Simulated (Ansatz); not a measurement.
Mulliken charges of `FC1SCS1` from ωB97M-V/def2-TZVPP in Ansatz (PBE0-D4/def2-TZVP geometry).

```json
{"atom": "F1", "x (Å)": "-1.928", "y (Å)": "0.251", "z (Å)": "1.054", "charge (e)": "-0.188"}
{"atom": "C2", "x (Å)": "-0.716", "y (Å)": "0.711", "z (Å)": "0.613", "charge (e)": "0.023"}
{"atom": "S3", "x (Å)": "0.673", "y (Å)": "-0.331", "z (Å)": "1.108", "charge (e)": "-0.005"}
{"atom": "C4", "x (Å)": "0.812", "y (Å)": "-0.713", "z (Å)": "-0.659", "charge (e)": "-0.265"}
{"atom": "S5", "x (Å)": "-0.459", "y (Å)": "0.481", "z (Å)": "-1.159", "charge (e)": "-0.005"}
{"atom": "H6", "x (Å)": "-0.636", "y (Å)": "1.747", "z (Å)": "0.944", "charge (e)": "0.131"}
{"atom": "H7", "x (Å)": "1.792", "y (Å)": "-0.458", "z (Å)": "-1.057", "charge (e)": "0.157"}
{"atom": "H8", "x (Å)": "0.554", "y (Å)": "-1.744", "z (Å)": "-0.899", "charge (e)": "0.152"}
```

Question: By hand: the dipole of these point charges (1 e Å = 4.8032 D).

Answer: Σ q r = (0.412, 0.049, -0.188) e Å, of length 0.456 e Å = 2.19 D.

Question: How does the dipole of the full density compare? (Estimate.)

Answer: The calculation gave: (0.331, 0.014, -0.160) e Å, 1.77 D; the point charges give 1.24 times that, at 4° from its direction.

Point charges leave out the atoms' own dipoles, such as those of lone pairs, and Mulliken's split depends on the basis, so the two needn't agree.
